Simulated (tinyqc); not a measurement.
Ways to converge the cycle: SCF convergence aids in the sto-6g basis, for H2O+, spin multiplicity 2. Computed by the program tinyqc with PySCF. UHF with one setting changed at a time; a run stops when the energy changes by less than 1e-09 hartree and the error matrix is below 1e-5. The start is the Wolfsberg-Helmholz matrix. Damping d keeps d of the old density; a shift (hartree) raises the virtual levels; DIIS n extrapolates F over n matrices.

Geometry (angstrom):
```
atom       x        y       z
O     0.0000   0.0000  0.0000
H     0.0000   0.7360  0.5900
H     0.0000  -0.7360  0.5900
```

lowest solution found by these runs and by PySCF with stability checks = -75.359038 hartree

Largest element of the error matrix X^T (FDS - SDF) X:
```
iteration    plain  damping 0.3  damping 0.6  shift 0.4   DIIS 3   DIIS 8
1          2.4e-01      2.4e-01      2.4e-01    2.4e-01  2.4e-01  2.4e-01
2          5.3e-02      9.6e-02      1.5e-01    8.2e-02  5.3e-02  5.3e-02
3          1.6e-02      4.8e-02      9.9e-02    3.4e-02  1.1e-02  1.1e-02
4          4.6e-03      2.4e-02      7.0e-02    1.4e-02  2.7e-03  2.7e-03
5          2.0e-03      1.2e-02      5.0e-02    7.0e-03  1.0e-03  1.0e-03
6          1.0e-03      6.1e-03      3.6e-02    3.6e-03  3.4e-04  3.3e-04
8          3.5e-04      1.7e-03      1.8e-02    1.3e-03  5.3e-06  2.5e-06
10         1.3e-04      7.0e-04      9.3e-03    5.2e-04        -        -
14         1.9e-05      1.8e-04      2.5e-03    1.0e-04        -        -
20               -      2.7e-05      4.9e-04    1.2e-05        -        -
30               -            -      8.2e-05          -        -        -
```

How each run ends:
```
run          iterations  E (hartree)         state
plain                17    -75.35904  lowest found
damping 0.3          24    -75.35904  lowest found
damping 0.6          43    -75.35904  lowest found
shift 0.4            22    -75.35904  lowest found
DIIS 3                9    -75.35904  lowest found
DIIS 8                8    -75.35904  lowest found
```

What does the comparison show, and why?

6 of 6 runs reach the lowest solution found, in 8 to 43 iterations (fastest: DIIS 8). Plain steps already contract here, so damping only slows them. DIIS 3 and DIIS 8 gain by cancelling the error over several earlier matrices, much as a quasi-Newton step does.
